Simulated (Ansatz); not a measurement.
## Relaxing SiSn2

These are results of DFT r2SCAN, scalar-relativistic, plane waves, PAW (Ansatz 0.2.0), not measurements. Cutoff 500 eV, Γ-centred k mesh, Gaussian smearing, no spin polarisation in the final step.

SiSn2 was placed on the AlB2 structure type (P6/mmm, No. 191), with Si in place of Al, Sn in place of B, at a guessed volume.

```yaml
crystal:
  lattice:
    - [4.05168, 0.00000, 0.00000]
    - [-2.02584, 3.50886, 0.00000]
    - [0.00000, 0.00000, 4.37474]
  atoms:
    - { symbol: Si, position: [0.00000, 0.00000, 0.00000] }
    - { symbol: Sn, position: [0.33333, 0.66667, 0.50000] }
    - { symbol: Sn, position: [0.66667, 0.33333, 0.50000] }
```

Cell and atoms relax at zero pressure; the relaxation can't lower the symmetry of the start. After a coarse first stage the cell is made exact in the group found at 0.06 Å.

The zero of energy is the elements' standard structures at the same level; no fitted shifts are applied.

(1) Which crystal results?

(2) What are its volume, energy, density and gap?

Answers

(1) It keeps P6/mmm (No. 191), but not the shape of the type it started on. Conventional cell: a = 5.253 Å, c = 2.990 Å. Around Si lie 2 Si at 2.99 Å and 12 Sn at 3.38 Å; around Sn lie 5 Sn at 2.99–3.03 Å and 6 Si at 3.38 Å.

```
Si Sn
1.0
     5.25283    0.00000    0.00000
    -2.62642    4.54909    0.00000
     0.00000    0.00000    2.99033
Si Sn
1 2
Direct
  0.00000 0.00000 0.00000
  0.33333 0.66667 0.50000
  0.66667 0.33333 0.50000
```

(2) The volume per atom is 23.82 Å³. The density is 6.17 g/cm³ and the energy over the elements is 0.64 eV/atom. The gap on the 12×12×16 mesh is 0 eV (a metal).

The final run used a 12×12×16 mesh on its 3-atom cell and 0.10 eV smearing. The k mesh leaves about 4 meV/atom of noise in metals. A structure relaxed within its symmetry needn't be a true minimum. The steps took about 4 core-minutes in all.